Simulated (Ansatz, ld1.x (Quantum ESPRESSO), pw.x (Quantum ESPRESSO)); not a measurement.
## pw.x on sc B: one setting changed

Potential: PAW, ld1.x (Quantum ESPRESSO) 7.5, LDA (PW92); core [He], reference 2s1 2p0; waves: 2s (bound): rcut 1.20, rcutus 1.65 bohr; 2s channel at -1.9 Ry: rcut 1.20, rcutus 1.65 bohr; 2p (bound, empty): rcut 2.20, rcutus 2.40 bohr; 2p channel at -1.5 Ry: rcut 2.20, rcutus 2.40 bohr; 3d channel at 0.12 Ry: rcut 1.50, rcutus 1.85 bohr; local part: all-electron potential smoothed inside 1.55 bohr (lloc = -1); core correction: a·sin(br)/r model core inside 0.85 bohr; augmentation: BESSEL, radius 1.35 bohr.

The reference run (k-mesh 17³, cutoffs 40/320 Ry, Fermi–Dirac 0.01 Ry, mixing_beta 0.4, conv_thr 1e-9, no spin) gives 1.17 GPa at 6.519 Å³/atom, where all-electron LAPW gives -1.14 GPa. This run, with its own iteration cap, changes nosym to true.

```
&control
  calculation='scf', prefix='x', pseudo_dir='./', outdir='./tmp', tstress=.true., disk_io='none'
/
&system
  ibrav=0, nat=1, ntyp=1, ecutwfc=40, ecutrho=320, nbnd=8,
  occupations='smearing', smearing='fd', degauss=0.01, nosym=.true.
/
&electrons
  conv_thr=1e-09, mixing_beta=0.4, electron_maxstep=60
/
ATOMIC_SPECIES
B 1.0 B.UPF
CELL_PARAMETERS angstrom
  1.86807221 0.00000000 0.00000000
  0.00000000 1.86807221 0.00000000
  0.00000000 0.00000000 1.86807221
ATOMIC_POSITIONS crystal
B 0.0000 0.0000 0.0000
K_POINTS automatic
17 17 17 0 0 0
```

```bash
pw.x < B.scf.in > B.scf.out
```

Task: How does the run end?

Result: It converges in 6 iterations; the free energy moves by +0.0 meV/atom and the pressure by +0.00 GPa. The result is that of the reference run.

```
lattice parameter (alat)  =       3.5301  a.u.
     unit-cell volume          =      43.9924 (a.u.)^3
     number of electrons       =         3.00
     number of Kohn-Sham states=            8
     kinetic-energy cutoff     =      40.0000  Ry
     charge density cutoff     =     320.0000  Ry
     scf convergence threshold =      1.0E-09
     Exchange-correlation= SLA  PW   NOGX NOGC
     number of k points=  2457  Fermi-Dirac smearing, width (Ry)=  0.0100
     iteration #  1     ecut=    40.00 Ry     beta= 0.40
     total energy              =     -10.88540871 Ry
     estimated scf accuracy    <       0.02234174 Ry
     iteration #  2     ecut=    40.00 Ry     beta= 0.40
     total energy              =     -10.90274734 Ry
     estimated scf accuracy    <       0.00712597 Ry
     iteration #  3     ecut=    40.00 Ry     beta= 0.40
     total energy              =     -10.90386195 Ry
     estimated scf accuracy    <       0.00020795 Ry
     iteration #  4     ecut=    40.00 Ry     beta= 0.40
     total energy              =     -10.90386931 Ry
     estimated scf accuracy    <       0.00000028 Ry
     iteration #  5     ecut=    40.00 Ry     beta= 0.40
     total energy              =     -10.90386938 Ry
     estimated scf accuracy    <          1.5E-09 Ry
     iteration #  6     ecut=    40.00 Ry     beta= 0.40
     the Fermi energy is    10.4234 ev
!    total energy              =     -10.90386940 Ry
     estimated scf accuracy    <          6.9E-10 Ry
     smearing contrib. (-TS)   =      -0.00135158 Ry
     The total energy is F=E-TS. E is the sum of the following terms:
     one-electron contribution =       3.95172366 Ry
     hartree contribution      =       0.09678511 Ry
     xc contribution           =      -2.46984744 Ry
     ewald contribution        =      -7.23360608 Ry
     one-center paw contrib.   =      -5.24757308 Ry
     convergence has been achieved in   6 iterations
          total   stress  (Ry/bohr**3)                   (kbar)     P=       11.67
     Message from routine punch:
     Nothing written, as per user request (disk_io='none')
```

The run took about 22 s on one core of a shared host (Neoverse-V2, 96 threads, 742 GiB, load 68).
